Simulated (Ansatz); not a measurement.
# How close CCSD(T) comes to the exact answer in a basis

Each species is computed at the geometry given (Å), with frozen cores, in Ansatz 0.2.0: RHF-CCSD(T) for singlets, UHF-CCSD(T) otherwise, and full CI in the same basis. The program picks the determinant by trial CCSD, so it needn't be the lowest Hartree–Fock solution. States: H2Al–Na A1, HNB A'', CH⁺ Σ⁺ or Δ. Cases whose determinant has another symmetry than full CI's state, or whose (Q) step broke down, weren't drawn.

Q: Judging by size, spin and bonding and the diagnostics given, rank them by the size of CCSD(T)'s error in total energy against full CI in the same basis, smallest first (an estimate).
A. H₂Al–Na, singlet, cc-pVDZ: Al 0.000 0.000 1.247; Na 0.000 0.000 -1.656; H 0.000 1.310 2.197; H 0.000 -1.310 2.197. T1 0.012, (T) -53 meV in a correlation energy of -2.87 eV
B. HNB, quartet, 6-31G: B 0.000 0.080 0.864; N 0.000 -0.118 -0.588; H 0.000 0.779 -1.095. T1 0.022, (T) -69 meV in a correlation energy of -3.31 eV
C. CH⁺, singlet, cc-pVQZ: C 0.000 0.000 0.000; H 0.000 0.000 1.223. T1 0.011, (T) -67 meV in a correlation energy of -3.34 eV

A: C (14.7 meV), A (18.7 meV), B (23.8 meV).

```csv
species,basis,correlated electrons,CCSD(T) − full CI (meV),CCSDT(Q) − full CI (meV),unpaired electrons (full CI),T1,⟨S²⟩ of the determinant
"CH⁺, singlet",cc-pVQZ,4,14.7,0.9,0.09,0.011,0.00
"H2Al–Na, singlet",cc-pVDZ,6,18.7,0.5,0.09,0.012,0.00
"HNB, quartet",6-31G,9,23.8,-0.8,3.02,0.022,3.75
```

Unpaired electrons are Σ n²(2−n)² over natural occupations; an open shell counts its own unpaired electrons too. Frozen cores follow each run's orbitals, which moves totals by a few meV.
